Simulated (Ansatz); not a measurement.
# FH3Si: the cost of one run

Program: Ansatz 0.2.0, Gaussian basis. Level of theory: PBE0-D4/def2-TZVP structures, single points in def2-TZVPP, no counterpoise correction. These are calculated values, not measurements.

Levels: SPW92, PBE-D4, BLYP-D4, r2SCAN-D4, B97M-V, PBE0-D4, B3LYP-D4, r2SCAN0-D4, BHLYP-D4, CAM-B3LYP-D4, wB97X-V, wB97M-V, B2PLYP, PBE-QIDH, RPA on PBE, Hartree-Fock, MP2, CCSD, CCSD(T).

Cores are frozen in the correlated methods. B3LYP uses VWN-RPA correlation. B2PLYP carries no dispersion term here.

94 further runs of the same task are left out: 94 set aside as unsound or not needed.

## 1. Where the work starts

The complex: 9 atoms, charge 0, spin multiplicity 1.

Atoms are counted from 1 here; the program's logs count them from 0.

Bond lengths: Si1–F2 1.607 Å, Si1–H3 1.491 Å, Si1–H4 1.479 Å, Si1–H5 1.479 Å, H6–N7 1.013 Å, N7–H8 1.013 Å, N7–H9 1.013 Å. Angles: F2–Si1–H3 103.5°, F2–Si1–H4 112.1°, F2–Si1–H5 112.1°, H3–Si1–H4 107.5°, H3–Si1–H5 107.5°, H4–Si1–H5 113.5°, H6–N7–H8 107.1°, H6–N7–H9 107.8°, H8–N7–H9 107.7°.

As a file:

```
atom     x (Å)     y (Å)     z (Å)
 Si1  -0.51561  -0.13086  -1.23872
  F2   1.06519  -0.41151  -1.29757
  H3  -0.95259  -0.30216  -2.65403
  H4  -1.22961  -1.14077  -0.42726
  H5  -0.81828   1.26274  -0.84557
  H6   1.24689   0.80785   1.29762
  N7   0.47151   0.16144   1.37890
  H8   0.85669  -0.73318   1.65640
  H9  -0.12419   0.48656   2.13042
```

Its parts: SiH3F holds atoms 1, 2, 3, 4, 5; NH3 holds atoms 6, 7, 8, 9. Each part counts its atoms afresh in its own runs.

## 2. Relaxing SiH3F alone

Contents of relax-a/in.yaml:

```yaml
crystal:
  periodic: [false, false, false]
  atoms:
    - {symbol: Si, position_ang: [-0.515609, -0.130861, -1.238715]}
    - {symbol: F, position_ang: [1.065192, -0.411513, -1.297574]}
    - {symbol: H, position_ang: [-0.952589, -0.302163, -2.654032]}
    - {symbol: H, position_ang: [-1.229612, -1.140771, -0.427262]}
    - {symbol: H, position_ang: [-0.818284, 1.262741, -0.845566]}
basis:
  gaussian: {orbitals: def2-TZVP}
hamiltonian: {xc: pbe0, dispersion: d4}
relax: {f_tol: 0.005, max_steps: 200}
```

Started as:

```bash
> ansatz run in.yaml --threads 2 --pin off --events-out ev --progress --plain --max-ram 4352MiB
```

**Question.** How long does this run take on 2 threads of Arm Neoverse V1, shared host?

About 4.3 s.
